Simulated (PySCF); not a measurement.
**Orbital energies and ionisation energy**

Compound: C4H4FN.
SMILES with atom numbers: `[F:1][c:2]1[cH:3][cH:4][nH:5][cH:6]1` (hydrogens: H7 on C3; H8 on C4; H9 on N5; H10 on C6)

Cartesian coordinates in Å at the PBE0-D3(BJ)/def2-SVP level; atoms count from 1:
```xyz
10
C4H4FN angstrom
F      2.2515    0.2922    1.0175
C      1.0518    0.1305    0.4721
C      0.1290    1.1670    0.1963
C     -0.9739    0.5515   -0.3622
N     -0.7320   -0.7876   -0.4218
C      0.5089   -1.0747    0.0854
H      0.2650    2.2285    0.3871
H     -1.9107    0.9747   -0.7171
H     -1.3745   -1.4758   -0.7857
H      0.9095   -2.0830    0.1329
```

Level: PBE0/def2-SVPD (PySCF). Frontier orbitals with their largest atomic shares (Löwdin; up to four atoms above 4 %):

| orbital | ε (eV) | main atoms |
| --- | --- | --- |
| HOMO−3 | -11.61 | N5 37 %, F1 18 %, C4 15 %, C6 12 % |
| HOMO−2 | -10.16 | F1 38 %, C2 18 %, C3 18 %, C6 11 % |
| HOMO−1 | -7.12 | C3 33 %, N5 24 %, C2 16 %, C4 10 % |
| HOMO | -6.31 | ? |
| LUMO | 0.63 | H9 36 %, C4 16 %, N5 12 %, C6 11 % |
| LUMO+1 | 0.70 | C4 26 %, N5 19 %, C6 18 %, C3 14 % |
| LUMO+2 | 1.46 | C2 28 %, C6 18 %, F1 17 %, C3 13 % |

What vertical ionisation energy does ΔSCF give, and how far is −ε(HOMO) from it?

ΔSCF: 8.44 eV (814 kJ/mol; threshold wavelength 147 nm); ⟨S²⟩ of the doublet left behind is 0.765, against 0.75 for a pure doublet. −ε(HOMO) is 6.31 eV, 2.13 eV below it. For the exact functional −ε(HOMO) would equal the first vertical ionisation energy; PBE0 (global hybrid, 25 % exact exchange) falls short of its own ΔSCF value by 25 %.

On which atoms does the HOMO lie?

C6 (aromatic CH next to a ring nitrogen) 30 %, C4 (aromatic CH next to a ring nitrogen) 23 %, C2 (aromatic C–F carbon) 18 %, N5 (pyrrole-type nitrogen) 10 %, so no atom holds as much as 40 %. The HOMO−1 lies 0.81 eV lower.

What total energies stand behind the ΔSCF value?

E(N) = -308.85820 Eh and E(N − 1) = -308.54798 Eh at the same geometry, 0.31022 Eh apart.

What kinetic energy would electrons from this vertical process carry with 118.2 nm light (10.49 eV)?

10.49 − 8.44 = 2.05 eV.

With α = 52.2 au, estimate the like-pair dispersion coefficient by London's formula C6 = (3/4)α²I.

I = 0.3102 Eh, so C6 ≈ 633 au, a rough estimate.

Isolated species at its PBE0-D3(BJ)/def2-SVP geometry, gas phase.

The run behind these numbers computed excited states and ΔSCF ions as well. Time: 49 s of wall time; peak memory 0.65 GiB. Hardware: one thread of an AMD EPYC 7B13, shared host.
